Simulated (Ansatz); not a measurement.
**CHB (singlet): wave-function methods side by side at distance B1–C2 = 2.370 Å, 6-31G**

The task here is to estimate one member of a computed series from the others.

Program: Ansatz 0.2.0, Gaussian basis. Level of theory: 6-31G, core rule «outside noble gas», up to 2 orbitals frozen. These are calculated values, not measurements.

To be run: UHF; CCSD(T) on RHF; CCSD(T) on UHF; BCCD(T) on RHF; CISD; CCSDT(Q) on RHF; CCSDT(Q) on UHF; CISDTQ; CCSDTQ on RHF; CCSDTQ on UHF; CASSCF and MRCISD+Q, 2 electrons in 2 orbitals; CASSCF and NEVPT2, 2 electrons in 2 orbitals; CASSCF and MRCISD+Q, 8 electrons in 9 orbitals; CASSCF and NEVPT2, 8 electrons in 9 orbitals; Full CI; Full CI in the symmetry of the determinant.

41 further runs of the same task are left out: 13 for a known fault of the program, 20 that didn't finish, 8 set aside as unsound or not needed.

## The geometry

The geometry derives from a PBE0/def2-TZVP stationary point (not a proven minimum). One bond is set to the value named and the two fragments are kept rigid.

3 atoms, charge 0, spin multiplicity 1.

Atoms are counted from 1 here; the program's logs count them from 0.

Bond lengths: B1–H3 1.177 Å.

The first run:

The input, in.yaml:

```yaml
crystal:
  periodic: [false, false, false]
  atoms:
    - {symbol: B, position_ang: [0.000000, 0.000000, 0.397621]}
    - {symbol: C, position_ang: [0.000000, 0.000000, -1.972379]}
    - {symbol: H, position_ang: [0.000000, 0.000000, 1.574757]}
basis:
  gaussian: {orbitals: 6-31G}
magnetization: {spin_polarized: true, initial_magnetization: 0}
hamiltonian: {xc: hf}
output: {orbitals: {seedname: orbitals}}
```

Run with:

```
$ ansatz run in.yaml --threads 1 --pin off --events-out ev --progress --plain --max-ram 2393MiB
```

Among the steps run: UHF; CCSD(T) on RHF; CCSD(T) on UHF; BCCD(T) on RHF; CISD; CCSDT(Q) on RHF; CCSDT(Q) on UHF; CISDTQ; CCSDTQ on RHF; CCSDTQ on UHF; CASSCF and MRCISD+Q, 2 electrons in 2 orbitals; CASSCF and NEVPT2, 2 electrons in 2 orbitals; CASSCF and MRCISD+Q, 8 electrons in 9 orbitals; CASSCF and NEVPT2, 8 electrons in 9 orbitals; Full CI; Full CI in the symmetry of the determinant.

One table of the session follows, with a row left open; its other results are not shown here.

| method | from FCI (kcal/mol) |
| --- | --- |
| RHF | +113.91 |
| RMP2 | +57.06 |
| CISD | +27.40 |
| RCCSD | ? |
| RCCSD(T) | +1.43 |
| BCCD(T) | +3.62 |
| RCCSDT | +2.20 |
| CISDTQ | +2.47 |
| RCCSDT(Q) | -2.73 |
| RCCSDTQ | +0.24 |
| CASSCF valence | +24.13 |
| NEVPT2 valence | +7.44 |
| MRCISD valence | +0.70 |
| MRCISD+Q valence | +0.17 |
| FCI | 0 |

Q: Estimate the row for RCCSD from the others.

The run gave: from FCI (kcal/mol): +13.08. In the column «from FCI (kcal/mol)» it lies between NEVPT2 valence (+7.44) and CASSCF valence (+24.13).

Among the levels timed on like hardware and quicker than the yardstick, those that no quicker one beats, quickest first: CISD (0.39 s, +27.40 kcal/mol); RCCSD(T) (0.73 s, +1.43 kcal/mol); MRCISD+Q valence (8.5 s, +0.17 kcal/mol).

Not comparable, so not listed: CASSCF and MRCISD+Q, 2 electrons in 2 orbitals (they don't share determinant, frozen orbitals or solution with the rows shown, or repeat one).

To keep in mind: The yardstick is full CI for this spin, exact in this basis with these frozen cores. Left out of the table: CASSCF pair, NEVPT2 pair (the active space lost an orbital or holds another state than full CI finds). Left out of the table: UHF, UMP2, UCCSD, UCCSD(T), UCCSDT, UCCSDT(Q), UCCSDTQ (another determinant or state than the rows shown). The program flags RCCSD(T), BCCD(T), RCCSDT(Q), RCCSDTQ as in doubt, so those rows may rest on another solution; read them beside their warnings. RCCSDT(Q) falls below full CI, which methods that aren't variational can do. With 2.4 effectively unpaired electrons against 0 the state is strongly multireference. Of the multireference levels listed MRCISD+Q valence comes nearest in total energy (+0.17 kcal/mol), which doesn't show that its space is the better one. Warnings in the runs' records: large difference, other roots, passed over end.
